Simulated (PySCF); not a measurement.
# Worked example: dipole moment from atomic charges

N₂O, SMILES N#[N+][O-]. Atoms are numbered in the order given.

```xyz
3

N      0.0000     0.0000    -1.1894
N      0.0000     0.0000    -0.0713
O      0.0000     0.0000     1.1031
```
Charge 0, spin multiplicity 1.

Coordinates come from a PBE0-D3(BJ)/def2-TZVP optimisation.

Charges (e) from HF/def2-TZVPD in PySCF:

```tsv
atom	ESP fit	IAO
N1	-0.278	-0.164
N2	0.648	0.577
O3	-0.370	-0.413
```

The dipole moment of the full density is 0.58 D.

Question: What dipole moment does each set of point charges give, and which comes closer to that of the density?

Answer: 
μ = Σ q r, and 1 e Å = 4.8032 D.
ESP fit: Σ q r = (0.000, 0.000, -0.124) e Å, |μ| = 0.59 D.
IAO: Σ q r = (0.000, 0.000, -0.302) e Å, |μ| = 1.45 D.
ESP fit comes closer in size. Point charges leave out the atoms' own dipoles (lone pairs, polarised bonds); fits to the potential absorb them, partitions of the density don't.
